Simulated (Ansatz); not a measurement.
A made-up structure of CH4AlSi (charge -1), closed shell:

```xyz
7
angstrom
Al -1.3680 0.5418 -0.9679
C 0.0489 -0.0199 0.0356
Si 1.3485 -0.5340 0.9544
H -2.6582 -0.3779 -1.3088
H -1.4853 2.0189 -1.6244
H 1.5132 -0.4176 2.4467
H 0.4333 0.8961 0.4055
```

It is relaxed with PBE-D4/def2-SVPD and then PBE0-D4/def2-TZVPD (Ansatz 0.2.0). Atoms count as bonded within 1.22 times the sum of their covalent radii (H–H: 0.88 Å). The end point is not checked to be a true minimum.

(1) Does its bonding change? (A judgement: the text doesn't fix the answer.)

## Answers

(1) By the calculation: No: no bond forms or breaks.

Where it ends: The first stage lowers the energy by 2.06 eV in 12 steps. It ends as CH₄AlSi ([AlH2][CH][SiH]), total charge -1:
```xyz
7
angstrom
Al -1.2982 0.5715 -0.9107
C 0.0963 0.5415 0.3409
Si 0.6352 -1.0488 0.9479
H -2.0442 -0.7432 -1.4656
H -1.9028 1.9300 -1.5698
H 1.7808 -0.6135 1.9216
H 0.5652 1.4698 0.6767
```

Labels in which every atom is bracketed show which atoms are joined, not bond orders.

For scale, one of the runs: PBE0-D4/def2-TZVPD relaxation, 159 basis functions, launched by `ansatz run in.yaml --threads 2 --pin off --events-out ev --progress --plain --max-ram 4352MiB`. Hardware: 2 CPU threads of an Intel Xeon Platinum 8175M, shared host. Wall time about 25 s.
